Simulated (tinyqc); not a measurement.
RKS/exchange-only LDA in the sto-6g basis, for HF, spin multiplicity 1, step by step. Computed by tinyqc, a small Python program that keeps every step (integrals from PySCF). Settings: charge = 0, multiplicity = 1, basis = sto-6g, energy threshold = 1e-10, iteration cap = 63, orthogonalisation = symmetric, start = Wolfsberg-Helmholz matrix, DIIS depth = 4, method = RKS, functional = Slater exchange alone, grid = [20, 50]. Command: `OMP_NUM_THREADS=1 python tinyqc.py 22491 22492 out.jsonl` (the two numbers bound the seeds that draw the settings). One thread of a shared host (Intel(R) Xeon(R) Processor @ 2.60GHz), about 0.3 s of CPU time with the checks. Later iterations appear only in the table of the cycle.

## One-electron integrals

Geometry (angstrom):
```
atom         x         y         z
F     0.000000  0.000000  0.000000
H     0.000000  0.000000  0.981000
```

Basis sto-6g: exponents (1/bohr^2) and contraction coefficients of normalised primitives:
```
element  l (shell)     exponent  coefficient
F            s (1)  1728.626574     0.009164
F            s (1)   316.941790     0.049361
F            s (1)    88.668891     0.168538
F            s (1)    30.460157     0.370563
F            s (1)    11.828570     0.416492
F            s (1)     4.871659     0.130334
F            s (2)    67.032281    -0.013253
F            s (2)    13.267438    -0.046992
F            s (2)     4.123510    -0.033785
F            s (2)     1.586463     0.250242
F            s (2)     0.689002     0.595117
F            s (2)     0.315820     0.240706
F            p (3)    67.032281     0.003760
F            p (3)    13.267438     0.037679
F            p (3)     4.123510     0.173897
F            p (3)     1.586463     0.418036
F            p (3)     0.689002     0.425860
F            p (3)     0.315820     0.101708
H            s (1)    35.523221     0.009164
H            s (1)     6.513144     0.049361
H            s (1)     1.822143     0.168538
H            s (1)     0.625955     0.370563
H            s (1)     0.243077     0.416492
H            s (1)     0.100112     0.130334
```

Overlap, kinetic and nuclear-attraction integrals over the contracted functions; the nuclear repulsion is the sum of Za Zb / Rab.

nuclear repulsion = 4.85483680 hartree

overlap S, order 1F 1s, 1F 2s, 1F 2px, 1F 2py, 1F 2pz, 2H 1s:
```
[[1.000000, 0.232479, 0.000000, 0.000000, 0.000000, 0.043704],
 [0.232479, 1.000000, 0.000000, 0.000000, 0.000000, 0.410070],
 [0.000000, 0.000000, 1.000000, 0.000000, 0.000000, 0.000000],
 [0.000000, 0.000000, 0.000000, 1.000000, 0.000000, 0.000000],
 [0.000000, 0.000000, 0.000000, 0.000000, 1.000000, 0.325446],
 [0.043704, 0.410070, 0.000000, 0.000000, 0.325446, 1.000000]]
```

kinetic energy T (hartree), order 1F 1s, 1F 2s, 1F 2px, 1F 2py, 1F 2pz, 2H 1s:
```
[[37.397730, -1.143349, 0.000000, 0.000000, 0.000000, -0.002985],
 [-1.143349, 1.082297, 0.000000, 0.000000, 0.000000, 0.095873],
 [0.000000, 0.000000, 3.251325, 0.000000, 0.000000, 0.000000],
 [0.000000, 0.000000, 0.000000, 3.251325, 0.000000, 0.000000],
 [0.000000, 0.000000, 0.000000, 0.000000, 3.251325, 0.221766],
 [-0.002985, 0.095873, 0.000000, 0.000000, 0.221766, 0.768522]]
```

nuclear attraction V (hartree), order 1F 1s, 1F 2s, 1F 2px, 1F 2py, 1F 2pz, 2H 1s:
```
[[-78.361878, -7.991115, 0.000000, 0.000000, -0.013915, -1.725382],
 [-7.991115, -12.012089, 0.000000, 0.000000, -0.159779, -3.745237],
 [0.000000, 0.000000, -11.978359, 0.000000, 0.000000, 0.000000],
 [0.000000, 0.000000, 0.000000, -11.978359, 0.000000, 0.000000],
 [-0.013915, -0.159779, 0.000000, 0.000000, -12.078013, -2.639103],
 [-1.725382, -3.745237, 0.000000, 0.000000, -2.639103, -5.933051]]
```

core Hamiltonian H = T + V (hartree), order 1F 1s, 1F 2s, 1F 2px, 1F 2py, 1F 2pz, 2H 1s:
```
[[-40.964148, -9.134464, 0.000000, 0.000000, -0.013915, -1.728367],
 [-9.134464, -10.929792, 0.000000, 0.000000, -0.159779, -3.649364],
 [0.000000, 0.000000, -8.727033, 0.000000, 0.000000, 0.000000],
 [0.000000, 0.000000, 0.000000, -8.727033, 0.000000, 0.000000],
 [-0.013915, -0.159779, 0.000000, 0.000000, -8.826688, -2.417337],
 [-1.728367, -3.649364, 0.000000, 0.000000, -2.417337, -5.164529]]
```

## Two-electron integrals

Functions are numbered as in S; the eight-fold symmetry (ij|kl) = (ji|kl) = (kl|ij) leaves the list below.

Two-electron integrals (ij|kl) in chemists' order, unique and non-zero (hartree):
```
(11|11) 5.406240   (21|11) 0.768129   (21|21) 0.138909   (22|11) 1.266271
(22|21) 0.283987   (22|22) 0.926367   (31|31) 0.029452   (32|31) 0.044681
(32|32) 0.204753   (33|11) 1.266273   (33|21) 0.283987   (33|22) 0.926366
(33|33) 0.998085   (41|41) 0.029452   (42|41) 0.044681   (42|42) 0.204753
(43|43) 0.053789   (44|11) 1.266273   (44|21) 0.283987   (44|22) 0.926366
(44|33) 0.890506   (44|44) 0.998085   (51|51) 0.029452   (52|51) 0.044681
(52|52) 0.204753   (53|53) 0.053789   (54|54) 0.053789   (55|11) 1.266273
(55|21) 0.283987   (55|22) 0.926366   (55|33) 0.890506   (55|44) 0.890506
(55|55) 0.998085   (61|11) 0.154048   (61|21) 0.026698   (61|22) 0.053372
(61|33) 0.053281   (61|44) 0.053281   (61|51) 0.001157   (61|52) 0.002259
(61|55) 0.053556   (61|61) 0.005217   (62|11) 0.377301   (62|21) 0.085829
(62|22) 0.310813   (62|33) 0.306471   (62|44) 0.306471   (62|51) 0.006200
(62|52) 0.046081   (62|55) 0.319497   (62|61) 0.016488   (62|62) 0.127173
(63|31) 0.009692   (63|32) 0.054945   (63|53) 0.009689   (63|63) 0.018995
(64|41) 0.009692   (64|42) 0.054945   (64|54) 0.009689   (64|64) 0.018995
(65|11) 0.250700   (65|21) 0.057852   (65|22) 0.224004   (65|33) 0.214373
(65|44) 0.214373   (65|51) 0.013391   (65|52) 0.086705   (65|55) 0.243265
(65|61) 0.011617   (65|62) 0.112497   (65|65) 0.117921   (66|11) 0.520975
(66|21) 0.120739   (66|22) 0.501591   (66|33) 0.484348   (66|44) 0.484348
(66|51) 0.011425   (66|52) 0.117172   (66|55) 0.536077   (66|61) 0.023390
(66|62) 0.260298   (66|65) 0.267242   (66|66) 0.774999
```

## Orthogonalisation

S = U s U^T; symmetric (Loewdin) form X = U s^(-1/2) U^T, so that X^T S X = 1.

eigenvalues of S: [0.456574, 0.849291, 1.000000, 1.000000, 1.122210, 1.571925]

X, order 1F 1s, 1F 2s, 1F 2px, 1F 2py, 1F 2pz, 2H 1s:
```
[[1.021974, -0.128108, 0.000000, 0.000000, -0.006014, 0.019346],
 [-0.128108, 1.103997, 0.000000, 0.000000, 0.064455, -0.254796],
 [0.000000, 0.000000, 1.000000, 0.000000, 0.000000, 0.000000],
 [0.000000, 0.000000, 0.000000, 1.000000, 0.000000, 0.000000],
 [-0.006014, 0.064455, 0.000000, 0.000000, 1.050123, -0.198805],
 [0.019346, -0.254796, 0.000000, 0.000000, -0.198805, 1.130530]]
```

## Starting guess

The start is the generalised Wolfsberg-Helmholz matrix (K = 1.75) built on H; D = 2 C_occ C_occ^T.

D at the start, order 1F 1s, 1F 2s, 1F 2px, 1F 2py, 1F 2pz, 2H 1s:
```
[[2.084220, -0.354454, 0.000000, 0.000000, 0.091028, -0.161485],
 [-0.354454, 1.554577, 0.000000, 0.000000, -0.354834, 0.470040],
 [0.000000, 0.000000, 2.000000, 0.000000, 0.000000, 0.000000],
 [0.000000, 0.000000, 0.000000, 2.000000, 0.000000, 0.000000],
 [0.091028, -0.354834, 0.000000, 0.000000, 1.779885, 0.243602],
 [-0.161485, 0.470040, 0.000000, 0.000000, 0.243602, 0.216181]]
```

## Iteration 1: exchange-correlation on the grid

Becke grid with 20 radial and 50 angular points per atom, points of zero weight dropped. rho = sum D_ij phi_i phi_j; V_xc,ij = sum w v_xc phi_i phi_j; v_xc is d(rho eps)/d rho.

The 8 grid points with the largest w rho, of 1994 (bohr, atomic units):
```
x                  y          z         w       rho     eps_xc       v_xc
0.738980    0.000000  -0.738980  0.094697  0.491781  -0.582965  -0.777286
-0.738980   0.000000  -0.738980  0.094697  0.491781  -0.582965  -0.777286
0.000000    0.738980  -0.738980  0.094697  0.491781  -0.582965  -0.777286
0.000000   -0.738980  -0.738980  0.094697  0.491781  -0.582965  -0.777286
-0.544263   0.000000  -0.544263  0.041426  1.082137  -0.758250  -1.011000
0.544263    0.000000  -0.544263  0.041426  1.082137  -0.758250  -1.011000
0.000000    0.544263  -0.544263  0.041426  1.082137  -0.758250  -1.011000
0.000000   -0.544263  -0.544263  0.041426  1.082137  -0.758250  -1.011000
```

electrons on the grid, sum of w rho = 10.000231

E_xc = sum of w rho eps_xc = -9.76649444 hartree

V_xc (hartree), order 1F 1s, 1F 2s, 1F 2px, 1F 2py, 1F 2pz, 2H 1s:
```
[[-3.194508, -0.412892, 0.000000, 0.000000, 0.002412, -0.084790],
 [-0.412892, -0.854573, 0.000000, 0.000000, 0.008907, -0.260760],
 [0.000000, 0.000000, -0.854027, 0.000000, 0.000000, 0.000000],
 [0.000000, 0.000000, 0.000000, -0.854027, 0.000000, 0.000000],
 [0.002412, 0.008907, 0.000000, 0.000000, -0.855630, -0.180322],
 [-0.084790, -0.260760, 0.000000, 0.000000, -0.180322, -0.359052]]
```

## Iteration 1: building the Kohn-Sham matrix

J_ij = sum D_kl (ij|kl); F = H + J + V_xc; E = tr D H + tr D J / 2 + E_xc + E_nn.

Coulomb J (hartree), order 1F 1s, 1F 2s, 1F 2px, 1F 2py, 1F 2pz, 2H 1s:
```
[[20.550396, 3.711719, 0.000000, 0.000000, -0.011898, 0.716700],
 [3.711719, 9.724788, 0.000000, 0.000000, -0.027008, 3.196999],
 [0.000000, 0.000000, 9.720207, 0.000000, 0.000000, 0.000000],
 [0.000000, 0.000000, 0.000000, 9.720207, 0.000000, 0.000000],
 [-0.011898, -0.027008, 0.000000, 0.000000, 9.733944, 2.278344],
 [0.716700, 3.196999, 0.000000, 0.000000, 2.278344, 5.125357]]
```

Kohn-Sham matrix F (hartree), order 1F 1s, 1F 2s, 1F 2px, 1F 2py, 1F 2pz, 2H 1s:
```
[[-23.608260, -5.835637, 0.000000, 0.000000, -0.023401, -1.096457],
 [-5.835637, -2.059577, 0.000000, 0.000000, -0.177880, -0.713125],
 [0.000000, 0.000000, 0.139147, 0.000000, 0.000000, 0.000000],
 [0.000000, 0.000000, 0.000000, 0.139147, 0.000000, 0.000000],
 [-0.023401, -0.177880, 0.000000, 0.000000, 0.051626, -0.319314],
 [-1.096457, -0.713125, 0.000000, 0.000000, -0.319314, -0.398223]]
```

total energy of this density = -98.21346778 hartree

## Iteration 1: diagonalisation and new density

Diagonalise F' = X^T F X, C = X C', fill 5 alpha and 5 beta electrons from the bottom; D = 2 C_occ C_occ^T. Each column has its largest component positive (the first on a tie).

F' = X^T F X (hartree):
```
[[-23.202861, -3.045849, 0.000000, 0.000000, -0.029730, -0.165670],
 [-3.045849, -0.957468, 0.000000, 0.000000, -0.070143, -0.333464],
 [0.000000, 0.000000, 0.139147, 0.000000, 0.000000, 0.000000],
 [0.000000, 0.000000, 0.000000, 0.139147, 0.000000, 0.000000],
 [-0.029730, -0.070143, 0.000000, 0.000000, 0.161501, -0.319677],
 [-0.165670, -0.333464, 0.000000, 0.000000, -0.319677, -0.103372]]
```

orbital energies (hartree): [-23.614286, -0.755003, -0.125040, 0.139147, 0.139147, 0.392129]

coefficients C, order 1F 1s, 1F 2s, 1F 2px, 1F 2py, 1F 2pz, 2H 1s:
```
[[0.995880, -0.214845, 0.144429, 0.000000, 0.000000, -0.049598],
 [0.018121, 0.807567, -0.722426, 0.000000, 0.000000, 0.360422],
 [0.000000, 0.000000, 0.000000, 0.941065, -0.338226, 0.000000],
 [0.000000, 0.000000, 0.000000, 0.338226, 0.941065, 0.000000],
 [0.002707, 0.200537, 0.437951, 0.000000, 0.000000, 0.956268],
 [-0.005097, 0.314343, 0.726784, 0.000000, 0.000000, -0.869405]]
```

D after iteration 1, order 1F 1s, 1F 2s, 1F 2px, 1F 2py, 1F 2pz, 2H 1s:
```
[[2.117588, -0.519589, 0.000000, 0.000000, 0.045729, 0.064716],
 [-0.519589, 2.348784, 0.000000, 0.000000, -0.308783, -0.542575],
 [0.000000, 0.000000, 2.000000, 0.000000, 0.000000, 0.000000],
 [0.000000, 0.000000, 0.000000, 2.000000, 0.000000, 0.000000],
 [0.045729, -0.308783, 0.000000, 0.000000, 0.464047, 0.762639],
 [0.064716, -0.542575, 0.000000, 0.000000, 0.762639, 1.254104]]
```

Within a degenerate level the vectors are fixed only up to a rotation; this is one choice.

## Iteration 2: exchange-correlation on the grid

As before.

The 8 grid points with the largest w rho, of 1994 (bohr, atomic units):
```
x                  y         z         w       rho     eps_xc       v_xc
-0.738980   0.738980  0.000000  0.094585  0.493766  -0.583748  -0.778331
0.738980   -0.738980  0.000000  0.094585  0.493766  -0.583748  -0.778331
-0.738980  -0.738980  0.000000  0.094585  0.493766  -0.583748  -0.778331
0.738980    0.738980  0.000000  0.094585  0.493766  -0.583748  -0.778331
-0.544263   0.544263  0.000000  0.041417  1.090546  -0.760209  -1.013612
0.544263   -0.544263  0.000000  0.041417  1.090546  -0.760209  -1.013612
0.544263    0.544263  0.000000  0.041417  1.090546  -0.760209  -1.013612
-0.544263  -0.544263  0.000000  0.041417  1.090546  -0.760209  -1.013612
```

electrons on the grid, sum of w rho = 10.000241

E_xc = sum of w rho eps_xc = -9.44838349 hartree

V_xc (hartree), order 1F 1s, 1F 2s, 1F 2px, 1F 2py, 1F 2pz, 2H 1s:
```
[[-3.191804, -0.405280, 0.000000, 0.000000, 0.002117, -0.083440],
 [-0.405280, -0.825259, 0.000000, 0.000000, -0.002298, -0.263828],
 [0.000000, 0.000000, -0.841522, 0.000000, 0.000000, 0.000000],
 [0.000000, 0.000000, 0.000000, -0.841522, 0.000000, 0.000000],
 [0.002117, -0.002298, 0.000000, 0.000000, -0.792695, -0.191624],
 [-0.083440, -0.263828, 0.000000, 0.000000, -0.191624, -0.456590]]
```

## Iteration 2: building the Kohn-Sham matrix

As before.

Coulomb J (hartree), order 1F 1s, 1F 2s, 1F 2px, 1F 2py, 1F 2pz, 2H 1s:
```
[[19.923120, 3.566964, 0.000000, 0.000000, 0.003275, 0.690349],
 [3.566964, 9.337851, 0.000000, 0.000000, 0.107120, 3.148224],
 [0.000000, 0.000000, 9.361314, 0.000000, 0.000000, 0.000000],
 [0.000000, 0.000000, 0.000000, 9.361314, 0.000000, 0.000000],
 [0.003275, 0.107120, 0.000000, 0.000000, 9.290921, 2.309393],
 [0.690349, 3.148224, 0.000000, 0.000000, 2.309393, 5.370821]]
```

Kohn-Sham matrix F (hartree), order 1F 1s, 1F 2s, 1F 2px, 1F 2py, 1F 2pz, 2H 1s:
```
[[-24.232833, -5.972780, 0.000000, 0.000000, -0.008523, -1.121459],
 [-5.972780, -2.417200, 0.000000, 0.000000, -0.054957, -0.764968],
 [0.000000, 0.000000, -0.207241, 0.000000, 0.000000, 0.000000],
 [0.000000, 0.000000, 0.000000, -0.207241, 0.000000, 0.000000],
 [-0.008523, -0.054957, 0.000000, 0.000000, -0.328462, -0.299567],
 [-1.121459, -0.764968, 0.000000, 0.000000, -0.299567, -0.250298]]
```

total energy of this density = -98.33403492 hartree

## Iteration 2: DIIS over 2 matrices

error matrix X^T (FDS - SDF) X:
```
[[0.000000, -0.005039, 0.000000, 0.000000, -0.009610, 0.017279],
 [0.005039, 0.000000, 0.000000, 0.000000, -0.175580, 0.039249],
 [0.000000, 0.000000, 0.000000, 0.000000, 0.000000, 0.000000],
 [0.000000, 0.000000, 0.000000, 0.000000, 0.000000, 0.000000],
 [0.009610, 0.175580, 0.000000, 0.000000, 0.000000, -0.527184],
 [-0.017279, -0.039249, 0.000000, 0.000000, 0.527184, 0.000000]]
```

B (overlaps of the stored error matrices):
```
[[1.0279905e+00, -4.9477682e-01],
 [-4.9477682e-01, 6.2141682e-01]]
```

Minimise |sum c_i e_i|^2 with sum c_i = 1: solve [B -1; -1 0][c; lambda] = [0; -1] with B_ij = tr e_i^T e_j, and take F = sum c_i F_i.

DIIS coefficients: [0.422967, 0.577033]

extrapolated F (hartree), order 1F 1s, 1F 2s, 1F 2px, 1F 2py, 1F 2pz, 2H 1s:
```
[[-23.968659, -5.914773, 0.000000, 0.000000, -0.014816, -1.110884],
 [-5.914773, -2.265937, 0.000000, 0.000000, -0.106950, -0.743040],
 [0.000000, 0.000000, -0.060730, 0.000000, 0.000000, 0.000000],
 [0.000000, 0.000000, 0.000000, -0.060730, 0.000000, 0.000000],
 [-0.014816, -0.106950, 0.000000, 0.000000, -0.167698, -0.307919],
 [-1.110884, -0.743040, 0.000000, 0.000000, -0.307919, -0.312865]]
```

## Iteration 2: diagonalisation and new density

As before.

F' = X^T F X (hartree):
```
[[-23.562336, -3.058674, 0.000000, 0.000000, -0.028005, -0.169269],
 [-3.058674, -1.162415, 0.000000, 0.000000, -0.009606, -0.352788],
 [0.000000, 0.000000, -0.060730, 0.000000, 0.000000, 0.000000],
 [0.000000, 0.000000, 0.000000, -0.060730, 0.000000, 0.000000],
 [-0.028005, -0.009606, 0.000000, 0.000000, -0.072326, -0.299128],
 [-0.169269, -0.352788, 0.000000, 0.000000, -0.299128, 0.002904]]
```

orbital energies (hartree): [-23.974447, -0.890261, -0.255295, -0.060730, -0.060730, 0.325830]

coefficients C, order 1F 1s, 1F 2s, 1F 2px, 1F 2py, 1F 2pz, 2H 1s:
```
[[0.995974, -0.236987, 0.087697, 0.000000, 0.000000, 0.073732],
 [0.017694, 0.925856, -0.448650, 0.000000, 0.000000, -0.495467],
 [0.000000, 0.000000, 0.000000, 0.107525, 0.994202, 0.000000],
 [0.000000, 0.000000, 0.000000, 0.994202, -0.107525, 0.000000],
 [0.002224, 0.136469, 0.719877, 0.000000, 0.000000, -0.780782],
 [-0.004844, 0.170392, 0.488104, 0.000000, 0.000000, 1.056226]]
```

D after iteration 2, order 1F 1s, 1F 2s, 1F 2px, 1F 2py, 1F 2pz, 2H 1s:
```
[[2.111635, -0.482277, 0.000000, 0.000000, 0.066010, -0.004799],
 [-0.482277, 2.117617, 0.000000, 0.000000, -0.393166, -0.122630],
 [0.000000, 0.000000, 2.000000, 0.000000, 0.000000, 0.000000],
 [0.000000, 0.000000, 0.000000, 2.000000, 0.000000, 0.000000],
 [0.066010, -0.393166, 0.000000, 0.000000, 1.073703, 0.749235],
 [-0.004799, -0.122630, 0.000000, 0.000000, 0.749235, 0.534606]]
```

Within a degenerate level the vectors are fixed only up to a rotation; this is one choice.

## Iteration 7 (converged): orbitals

converged F (hartree), order 1F 1s, 1F 2s, 1F 2px, 1F 2py, 1F 2pz, 2H 1s:
```
[[-23.895945, -5.900372, 0.000000, 0.000000, -0.017133, -1.108258],
 [-5.900372, -2.227394, 0.000000, 0.000000, -0.119814, -0.737679],
 [0.000000, 0.000000, -0.020526, 0.000000, 0.000000, 0.000000],
 [0.000000, 0.000000, 0.000000, -0.020526, 0.000000, 0.000000],
 [-0.017133, -0.119814, 0.000000, 0.000000, -0.132474, -0.311066],
 [-1.108258, -0.737679, 0.000000, 0.000000, -0.311066, -0.335435]]
```

As before.

F' = X^T F X (hartree):
```
[[-23.489450, -3.057435, 0.000000, 0.000000, -0.029155, -0.168422],
 [-3.057435, -1.124171, 0.000000, 0.000000, -0.020748, -0.347753],
 [0.000000, 0.000000, -0.020526, 0.000000, 0.000000, 0.000000],
 [0.000000, 0.000000, 0.000000, -0.020526, 0.000000, 0.000000],
 [-0.029155, -0.020748, 0.000000, 0.000000, -0.034753, -0.301680],
 [-0.168422, -0.347753, 0.000000, 0.000000, -0.301680, -0.025006]]
```

orbital energies (hartree): [-23.901836, -0.861931, -0.232337, -0.020526, -0.020526, 0.322725]

coefficients C, order 1F 1s, 1F 2s, 1F 2px, 1F 2py, 1F 2pz, 2H 1s:
```
[[0.995935, -0.233557, 0.098742, 0.000000, 0.000000, 0.071195],
 [0.017866, 0.906640, -0.502071, 0.000000, 0.000000, -0.479486],
 [0.000000, 0.000000, 0.000000, 0.048580, 0.998819, 0.000000],
 [0.000000, 0.000000, 0.000000, 0.998819, -0.048580, 0.000000],
 [0.002356, 0.151621, 0.675208, 0.000000, 0.000000, -0.817050],
 [-0.004928, 0.195526, 0.534681, 0.000000, 0.000000, 1.028969]]
```

D after iteration 7, order 1F 1s, 1F 2s, 1F 2px, 1F 2py, 1F 2pz, 2H 1s:
```
[[2.112371, -0.487068, 0.000000, 0.000000, 0.067211, 0.004442],
 [-0.487068, 2.148780, 0.000000, 0.000000, -0.402990, -0.182528],
 [0.000000, 0.000000, 2.000000, 0.000000, 0.000000, 0.000000],
 [0.000000, 0.000000, 0.000000, 2.000000, 0.000000, 0.000000],
 [0.067211, -0.402990, 0.000000, 0.000000, 0.957801, 0.781310],
 [0.004442, -0.182528, 0.000000, 0.000000, 0.781310, 0.648277]]
```

Within a degenerate level the vectors are fixed only up to a rotation; this is one choice.

## Convergence

Stop when the energy changes by less than 1e-10 hartree and every element of the error matrix X^T (F D S - S D F) X is below 3e-06.

Course of the cycle:
```
iteration   E (hartree)     change  largest element of the error matrix
1          -98.21346778          -                             4.50e-01
2          -98.33403492  -1.21e-01                             5.27e-01
3          -98.46219537  -1.28e-01                             1.16e-01
4          -98.46819459  -6.00e-03                             3.91e-03
5          -98.46820599  -1.14e-05                             5.14e-04
6          -98.46820611  -1.18e-07                             1.14e-06
7          -98.46820611  -5.68e-13                             1.82e-08
```

PySCF RKS in the same basis, fine grid = -98.47002992 hartree

Converged in 7 iterations. The coarse grid moves the energy by +1.82e-03 hartree.

## Populations, bond orders and dipole

Mulliken: Z minus the diagonal of D S on the atom; Loewdin: the same with S^(1/2) D S^(1/2); Mayer order: 2 sum_s sum (D(s) S)_ij (D(s) S)_ji over the two atoms.

Charges (e):
```
atom   Mulliken    Loewdin
1F    -0.172104  -0.125867
2H     0.172104   0.125867
```

Mayer bond orders:
```
pair     order
2-1   0.970380
```

dipole moment about the origin, x y z (debye): [0.000000, 0.000000, 1.139725]
